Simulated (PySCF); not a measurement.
MgCl⁻ at PBE0

Level: PBE0. Mg aug-cc-pVDZ, Cl aug-cc-pV(D+d)Z; no relativity (PySCF 2.14).

| Quantity | Value |
| --- | --- |
| state | ¹Σ⁺ (singlet), closed shell |
| bond length | 2.420 Å |
| harmonic wavenumber | 290 cm⁻¹ |
| force constant | 0.704 mdyn/Å |
| rotational constant Be | 0.2024 cm⁻¹ |
| anharmonicity ωexe | 2.61 cm⁻¹ |
| vibration–rotation constant αe | 0.00229 cm⁻¹ |
| well depth De to Mg + Cl⁻ | 1.24 eV |
| dissociation energy D0 | 1.23 eV |
| HOMO–LUMO gap | 2.58 eV |
| bond order (Mayer) | 0.48 |
| dipole moment (positive dipole points towards Cl; it is taken about the centre of mass and depends on that origin) | 3.74 D |

For an ion De counts to the pair picked by the measured ionisation energies or electron affinities, which need not be the lowest pair at this level.
